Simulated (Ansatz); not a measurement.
All numbers were calculated with Ansatz.

Basis-set series for ClH$_{5}$Si$_{2}$ (`[SiH3][SiH2]Cl`). Charge 0, multiplicity 1. All single points use the PBE0-D4/def2-TZVP geometry.

```csv
atom,x (Å),y (Å),z (Å)
Si1,0.520,0.837,-0.694
Si2,-0.610,-0.697,0.661
Cl3,0.610,-2.335,0.965
H4,-0.341,2.029,-0.924
H5,0.843,0.205,-1.999
H6,1.777,1.263,-0.025
H7,-0.937,-0.124,1.991
H8,-1.862,-1.178,0.024
```

```
functional       basis  functions  energy (Eh)  HOMO (eV)  LUMO (eV)
   PBE0-D4  def2-TZVPP        196  -1041.86635      -8.21      -0.57
   PBE0-D4  def2-QZVPP        360  -1041.89971      -8.22      -0.67
   ωB97M-V  def2-TZVPP        196  -1042.17795     -10.26       1.26
   ωB97M-V  def2-QZVPP        360  -1042.20949     -10.28       1.03
```

(1) Give the rows for def2-SVP. (Best estimate.)

Results:

(1) The calculation gave: 
| functional | basis | functions | energy (Eh) | HOMO (eV) | LUMO (eV) |
| --- | --- | --- | --- | --- | --- |
| PBE0-D4 | def2-SVP | 79 | -1041.49990 | -8.17 | -0.32 |
| ωB97M-V | def2-SVP | 79 | -1041.81051 | -10.18 | 1.65 |

Positive LUMOs are unbound and depend on the basis.
